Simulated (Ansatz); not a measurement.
Geometry optimisation, RKS r2SCAN-D4/def2-SVP in Ansatz 0.2.0.

Input:

```yaml
crystal:
  periodic: [false, false, false]
  atoms:
    - { symbol: "N", position_ang: [-1.1979, 0.0471, -1.1289] }
    - { symbol: Mg, position_ang: [0.2965, -0.44, 0.1478] }
    - { symbol: O, position_ang: [1.7544, -0.9439, 1.3746] }
    - { symbol: H, position_ang: [-0.7952, 0.8436, -1.7766] }
    - { symbol: H, position_ang: [-1.9816, 0.5368, -0.5727] }
    - { symbol: H, position_ang: [1.9659, -0.1077, 1.9095] }
basis:
  gaussian: { orbitals: def2-SVP }
hamiltonian:
  xc: r2scan
  dispersion: d4
relax:
  f_tol: 0.015
  max_steps: 40
```

Command:

```bash
$ ansatz run input.yaml --threads 1 --pin off --max-ram 2048MiB --backend cpu --events-out ev --progress --plain --runs-dir out
```

Where does it end, and by what steps?

It converged. After 10 steps the energy has fallen by 0.717 eV; H6 moved furthest, 0.68 Å.

| step | energy less start (eV) | largest force component (eV/Å) | accepted |
| --- | --- | --- | --- |
| 0 | 0.0000 | 2.343 | yes |
| 1 | -0.3896 | 1.490 | yes |
| 2 | -0.5583 | 0.566 | yes |
| 3 | -0.6642 | 0.307 | yes |
| 4 | -0.6832 | 0.476 | yes |
| 5 | -0.6878 | 0.806 | yes |
| 6 | -0.4942 | 2.601 | no |
| 7 | -0.7065 | 0.186 | yes |
| 8 | -0.7138 | 0.086 | yes |
| 9 | -0.7158 | 0.174 | yes |
| 10 | -0.7167 | 0.006 | yes |

```xyz
6
Properties=species:S:1:pos:R:3
N -1.081 0.326 -0.968
Mg 0.300 -0.106 0.249
O 1.592 -0.512 1.385
H -0.971 0.645 -1.928
H -2.082 0.285 -0.795
H 2.285 -0.702 2.010
```

Whether the end is a true minimum wasn't checked by a vibrational analysis.

The run took 26 s on 1 CPU thread of a shared host.
